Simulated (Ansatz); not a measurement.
**SiHF₂− (SMILES F[SiH-]F): functionals against CCSD(T) at one geometry**

An exercise on one series of results from a longer session: the logs are not shown, and one member is left open.

Computed with Ansatz 0.2.0, Gaussian basis. Level: single points in def2-TZVPPD.

Correlated methods freeze the cores. B3LYP uses VWN-RPA correlation.

## Where the work starts

SMILES `F[SiH-]F`, 4 atoms, charge -1, spin multiplicity 1.

Atoms are counted from 1 here; the program's logs count them from 0.

Bond lengths: F1–Si2 1.840 Å, Si2–F3 1.756 Å, Si2–H4 1.675 Å. Angles: F1–Si2–F3 101.3°, F1–Si2–H4 97.3°, F3–Si2–H4 88.9°.

Geometry (Å):

```xyz
4
charge -1, multiplicity 1
F     1.46960    0.70810   -0.42920
Si   -0.00860   -0.38730   -0.45770
F    -1.28520    0.74870   -0.05360
H     0.04140   -0.85280    1.15100
```

The first run:

Contents of run/in.yaml:

```yaml
crystal:
  periodic: [false, false, false]
  atoms:
    - {symbol: F, position_ang: [1.469600, 0.708100, -0.429200]}
    - {symbol: Si, position_ang: [-0.008600, -0.387300, -0.457700]}
    - {symbol: F, position_ang: [-1.285200, 0.748700, -0.053600]}
    - {symbol: H, position_ang: [0.041400, -0.852800, 1.151000]}
basis:
  gaussian: {orbitals: "def2-TZVPPD.json"}
total_charge: -1
correlation: {method: ccsd_t}
output: {forces: true}
```

The basis file named in the input lies beside it (Basis Set Exchange, JSON).

No record of the launch command was kept for these runs.

Among the steps run: CCSD(T)/def2-TZVPPD; PBE0-D4/def2-TZVPPD; wB97M-V/def2-TZVPPD; r2SCAN-D4/def2-TZVPPD; PBE-D4/def2-TZVPPD; LC-wPBE/def2-TZVPPD; B3LYP-D4/def2-TZVPPD.

One table of the session follows, with a row left open; its other results are not shown here.

| method | RMS force component (eV/Å) | angle to CCSD(T) forces (°) |
| --- | --- | --- |
| CCSD(T) | 1.038 | reference |
| PBE0-D4 | 1.012 | 2.5 |
| wB97M-V | 0.977 | 0.7 |
| r2SCAN-D4 | 0.995 | 2.9 |
| PBE-D4 | 0.752 | 5.4 |
| LC-wPBE | ? | ? |
| B3LYP-D4 | 0.916 | 1.5 |

**Question.** Estimate the row for LC-wPBE.

As computed: RMS force component (eV/Å): 1.046; angle to CCSD(T) forces (°): 1.5. In the column «RMS force component (eV/Å)» it is the highest.
